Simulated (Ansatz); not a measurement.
**CH₄SSi (SMILES [SiH3]C=S): one structure at several levels**

One table from this session's results is given with a row withheld; the runs are named, their logs left out.

Program: Ansatz 0.2.0, Gaussian basis. Level of theory: single points in def2-TZVPP. These are calculated values, not measurements.

Correlated methods freeze the cores. B3LYP uses VWN-RPA correlation.

### Where the work starts

SMILES `[SiH3]C=S`, 7 atoms, charge 0, spin multiplicity 1.

Atoms are counted from 1 here; the program's logs count them from 0.

Bond lengths: Si1–C2 2.085 Å, Si1–H4 1.392 Å, Si1–H5 1.536 Å, Si1–H6 1.348 Å, C2–S3 1.568 Å, C2–H7 1.132 Å. Angles: C2–Si1–H4 105.9°, C2–Si1–H5 103.2°, C2–Si1–H6 104.0°, H4–Si1–H5 120.7°, H4–Si1–H6 116.7°, H5–Si1–H6 104.4°, Si1–C2–S3 127.0°, Si1–C2–H7 120.0°, S3–C2–H7 113.0°.

Coordinates:

```xyz
7
charge 0, multiplicity 1
Si   -0.8651    0.3354   -0.2682
C     1.0155   -0.3462    0.3187
S     1.3337   -1.3646    1.4675
H    -1.5712   -0.7947   -0.6719
H    -0.5365    1.4538   -1.2690
H    -1.3294    0.9847    0.8179
H     1.9422    0.0146   -0.2225
```

The first run:

The input, run/in.yaml:

```yaml
crystal:
  periodic: [false, false, false]
  atoms:
    - {symbol: Si, position_ang: [-0.865100, 0.335400, -0.268200]}
    - {symbol: C, position_ang: [1.015500, -0.346200, 0.318700]}
    - {symbol: S, position_ang: [1.333700, -1.364600, 1.467500]}
    - {symbol: H, position_ang: [-1.571200, -0.794700, -0.671900]}
    - {symbol: H, position_ang: [-0.536500, 1.453800, -1.269000]}
    - {symbol: H, position_ang: [-1.329400, 0.984700, 0.817900]}
    - {symbol: H, position_ang: [1.942200, 0.014600, -0.222500]}
basis:
  gaussian: {orbitals: def2-TZVPP}
correlation: {method: ccsd_t}
output: {forces: true}
```

The command line of these runs was not kept.

Steps of the session up to this table: CCSD(T)/def2-TZVPP; PBE0-D4/def2-TZVPP; wB97M-V/def2-TZVPP; r2SCAN-D4/def2-TZVPP; PBE-D4/def2-TZVPP; B97M-V/def2-TZVPP; B3LYP-D4/def2-TZVPP.

One table of the session follows, with a row left open; its other results are not shown here.

```
   method  RMS force component (eV/Å)  angle to CCSD(T) forces (°)  dipole (D)
  CCSD(T)                       1.754                    reference        1.99
  PBE0-D4                       1.640                          7.5        2.02
  wB97M-V                       1.611                          7.0        2.09
r2SCAN-D4                           ?                            ?           ?
   PBE-D4                       1.681                          5.6        1.79
   B97M-V                       1.578                          7.0        1.86
 B3LYP-D4                       1.626                          5.0        2.01
```

**Question.** Estimate the row for r2SCAN-D4.

As computed: RMS force component (eV/Å): 1.646; angle to CCSD(T) forces (°): 5.4; dipole (D): 1.98. In the column «RMS force component (eV/Å)» it lies between PBE0-D4 (1.640) and PBE-D4 (1.681).
